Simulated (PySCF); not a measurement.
CN, SMILES [C]#N, multiplicity 2.

The structure is a stationary point at B3LYP-D3(BJ)/def2-TZVPD.

Computed with PBE/def2-TZVPD in PySCF.

Isolated molecule, no solvent.

```yaml
total_energy: -92.64252 hartree
point_group: C∞v
"α spin, highest occupied and lowest empty level": -9.67 and -1.48 eV
"β spin, highest occupied and lowest empty level": -9.43 and -7.65 eV
dipole_moment: 1.16 D
mean_static_polarisability: 20.2 bohr³ (2.99 Å³)
polarisability_principal_values: 17.0, 17.0, 26.7 bohr³
"⟨S²⟩": 0.756 (pure state 0.75)
```
